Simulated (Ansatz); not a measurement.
## Energy profile

The step: BH₂F ([BH2][F]) + H₂S → BH₃S ([BH2][SH]) + HF; bonds formed: F2–H5; dative contacts that become bonds: B1–S6; bonds broken: B1–F2, H5–S6 (atoms numbered as in the saddle structure below).

B1  (-0.623, -0.302, 0.182)
F2  (0.120, -0.956, -1.068)
H3  (-0.861, -1.173, 0.961)
H4  (-1.480, 0.424, -0.217)
H5  (0.984, -0.363, -0.583)
S6  (1.011, 0.629, 0.730)
H7  (0.849, 1.741, -0.007)
(Å)

Electronic energies by CCSD(T) at an estimated basis limit (MP2 extrapolated from triple and quadruple zeta, plus CCSD(T) − MP2 in triple zeta), on PBE0-D4/def2-TZVP structures; BH$_{4}$SF, closed shell; no counterpoise correction. Computed with Ansatz 0.2.0 (basis: def2-TZVPP and def2-QZVPP); correlated methods freeze the cores. Extrapolation: Hartree–Fock as exp(−7.88 √X), correlation as X^−2.97.

(1) Give the profile in kcal/mol, counted from the separated reactants. (To be estimated.)

T1 diagnostic: at most 0.015.

Results:

(1) By the calculation:
```tsv
point	kcal/mol
separated: BH$_{2}$F (linked as [BH2][F]; B1, F2, H3, H4; singlet) + H$_{2}$S (H5, S6, H7; singlet)	0.00
start structure	-3.32
saddle	21.53
end structure	6.79
separated: BH$_{3}$S (linked as [BH2][SH]; B1, H3, H4, S6, H7; singlet) + HF (F2, H5; singlet)	9.72
```

For scale, one of the runs: CCSD(T)/def2-TZVPP, 160 basis functions, launched by `ansatz run in.yaml --threads 2 --pin off --events-out ev --progress --plain --max-ram 4352MiB`. Hardware: 2 CPU threads of an Arm Neoverse V1, shared host. Wall time 22 s; peak host memory 1.2 GiB.
